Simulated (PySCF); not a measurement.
## Where the electron goes

Species: (E)-diazene, N₂H₂.
Structure used (PBE0-D3(BJ)/def2-TZVP), in Å, numbered top down from 1:
```xyz
4
N2H2 angstrom
H     -0.7243    0.0632    1.1195
N     -0.2945   -0.4292    0.3191
N      0.3133    0.4167   -0.3356
H      0.7430   -0.0761   -1.1359
```

Computed with TDDFT CAM-B3LYP/aug-cc-pVTZ, vertical, gas phase, core orbitals frozen in the response in PySCF. Geometry: PBE0-D3(BJ)/def2-TZVP; no solvent, vibrations or thermal averaging.

Frontier orbitals with the atoms that hold most of them (Löwdin shares over 4%, at most four atoms; ? is withheld):

```
orbital  ε (eV)                           atoms
 HOMO-3  -15.48  N3 37%, N2 37%, H4 13%, H1 13%
 HOMO-2  -14.31    N3 43%, N2 43%, H4 7%, H1 7%
 HOMO-1  -12.90                               ?
   HOMO   -8.64    N2 44%, N3 44%, H1 6%, H4 6%
   LUMO       ?                               ?
 LUMO+1    0.35                  H1 47%, H4 47%
 LUMO+2    0.63  H4 36%, H1 36%, N2 14%, N3 14%
```

Problem. Give the leading atoms of the HOMO-1.

Solution. N3 (bonded to N and H) 44%; N2 (bonded to N and H) 44%; H4 (bonded to N) 6%; H1 (bonded to N) 6%. By element: nitrogen 88%, hydrogen 12%.

Problem. Which atoms hold the LUMO, and with what shares?

Solution. N2 (bonded to N and H) 44%; N3 (bonded to N and H) 44%; H1 (bonded to N) 6%; H4 (bonded to N) 6%. By element: nitrogen 87%, hydrogen 13%.

Problem. What is the LUMO energy, and the HOMO–LUMO gap?

Solution. ε(LUMO) = -0.33 eV; the gap is 8.30 eV (0.3052 hartree).

Problem. How does S1 compare with the orbital gap of 8.30 eV?

Solution. S1 is at 3.19 eV (f = 0.0000), 5.11 eV below the gap, made of HOMO→LUMO (99%). Without the coupling terms of the response equations the lowest excitation would equal the gap.

Problem. Give energy, strength and leading configuration of S1, S2 and S7, and follow the Löwdin shares of the leading atoms from the occupied to the empty orbital.

Solution. 
- S1 (3.19 eV, f 0.0000), HOMO→LUMO (99%): N2 44% → 44%, N3 44% → 44%
- S2 (5.98 eV, f 0.0000), HOMO→LUMO+1 (91%): N2 44% → at most 4%, N3 44% → at most 4%, H1 6% → 47%, H4 6% → 47%
- S7 (8.86 eV, f 0.017), HOMO-2→LUMO (98%): N3 43% → 44%, N2 43% → 44%

Löwdin shares depend on the basis, the more so with diffuse functions.
